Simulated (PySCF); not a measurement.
First SCF of a structure search on singlet MgO2, at a hand-made side-on geometry. PySCF input:

```python
from pyscf import gto, scf, dft
mol = gto.M(atom='''
Mg     0.000000     0.000000     0.000000
O      0.720000     0.000000     1.952000
O     -0.720000     0.000000     1.952000''',
    basis={'Mg': 'def2-TZVP', 'O': 'def2-TZVP'},
    charge=0, spin=0)
mf = dft.RKS(mol, xc='PBE0')
mf.grids.atom_grid = (50, 194)
aux = {'Mg': 'def2-universal-JKFIT', 'O': 'def2-universal-JKFIT'}
mf = mf.density_fit(auxbasis=aux)
mf.conv_tol = 1e-08
mf.diis_space = 10
mf.max_cycle = 60
mf.init_guess = 'minao'
mf.verbose = 4
mf.kernel()
```

Excerpt of the output (cycles and frontier levels):

```
init E= -350.22601046193
  HOMO = -0.311700434107403  LUMO = -0.158298016331493  gap/eV = 4.17429
cycle= 1 E= -349.905709008963  delta_E= 0.32  |g|= 0.903  |ddm|= 1.99
  HOMO = -0.0550480136588005  LUMO = -0.0285370788224821  gap/eV = 0.72140
cycle= 2 E= -343.865388126012  delta_E= 6.04  |g|= 4.21  |ddm|= 3.56
  HOMO = -0.146474522605373  LUMO = -0.124736299615365  gap/eV = 0.59153
cycle= 3 E= -349.674528396156  delta_E= -5.81  |g|= 1.17  |ddm|= 2.52
  HOMO = -0.175671105755032  LUMO = -0.15108854023884  gap/eV = 0.66893
cycle= 4 E= -350.066549639585  delta_E= -0.392  |g|= 0.439  |ddm|= 2.15
  HOMO = -0.160717586068033  LUMO = -0.140834788115362  gap/eV = 0.54104
cycle= 5 E= -349.779990416954  delta_E= 0.287  |g|= 0.914  |ddm|= 2.06
  HOMO = -0.177694647742385  LUMO = -0.156630280918002  gap/eV = 0.57319
cycle= 6 E= -350.084325254113  delta_E= -0.304  |g|= 0.391  |ddm|= 2.05
  HOMO = -0.160735861347721  LUMO = -0.158131878565043  gap/eV = 0.07086
... 53 lines left out ...
cycle= 34 E= -350.165887612393  delta_E= -1.93e-07  |g|= 0.000267  |ddm|= 0.00248
  HOMO = -0.199487948905892  LUMO = -0.153295433085852  gap/eV = 1.25696
cycle= 35 E= -350.165887637133  delta_E= -2.47e-08  |g|= 0.000196  |ddm|= 0.00094
  HOMO = -0.199483434555705  LUMO = -0.153293719458063  gap/eV = 1.25689
cycle= 36 E= -350.165887648167  delta_E= -1.1e-08  |g|= 7.09e-05  |ddm|= 0.000201
  HOMO = -0.19948151126901  LUMO = -0.153293145519335  gap/eV = 1.25685
cycle= 37 E= -350.165887649738  delta_E= -1.57e-09  |g|= 1.45e-05  |ddm|= 6.78e-05
  HOMO = -0.199477837902112  LUMO = -0.15329161303427  gap/eV = 1.25679
Extra cycle  E= -350.165887645975  delta_E= 3.76e-09  |g|= 0.00011  |ddm|= 0.000146
converged SCF energy = -350.165887645975
```

No lower solution of this spin was found from smeared starts or by a stability analysis within the restricted form, which does not test spin polarisation.

At the minimum of this search the closed-shell solution is unstable towards spin polarisation, so a lower open-shell solution exists.

The search for the lowest solution, 3 starts and the stability check together, took 8.5 s on 2 threads of a shared Arm Neoverse V1 host, with 94 basis functions; the process peaked at 0.37 GiB.
